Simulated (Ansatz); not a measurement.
Born–Oppenheimer molecular dynamics of AlFH2O (5 atoms, charge 0, multiplicity 1). It starts from a relaxed structure.

All numbers below come from Ansatz, RKS PBE0-D4/def2-SVP.

```json
{"ensemble": "NVT, Nosé–Hoover chain", "time step": "0.5 fs", "steps asked": "166", "set temperature": "1500 K", "thermostat": "time constant 100 fs, chain length 3 (defaults)", "seed": "819790"}
```

First frame:

```xyz
5
Properties=species:S:1:pos:R:3
Al -0.022 -0.026 -0.011
O -0.071 -0.119 1.675
H -0.845 -0.172 2.237
H 1.356 0.052 -0.747
F -1.440 -0.017 -0.882
```

(1) How far do the bonds stretch over the last three quarters of this one trajectory? (Pairs bonded in most of those frames.)

## Answers

(1) 
| bond | mean (Å) | spread (Å) | shortest | longest |
| --- | --- | --- | --- | --- |
| Al1–O2 | 1.693 | 0.054 | 1.59 | 1.76 |
| Al1–H4 | 1.589 | 0.076 | 1.47 | 1.69 |
| Al1–F5 | 1.691 | 0.058 | 1.59 | 1.78 |
| O2–H3 | 0.954 | 0.010 | 0.93 | 0.98 |

Mean temperature of the second half: 732 K. The conserved energy stayed within 0.24 meV per atom of its start (net change 0.064 meV per atom), so the integration is sound. The mean temperature of the second half is 51 % below the set value. A run of 0.083 ps of so small a system gives no equilibrium averages.

The run took 2.4 min on 1 thread of Arm Neoverse V2 (shared host), peak memory 0.098 GiB.
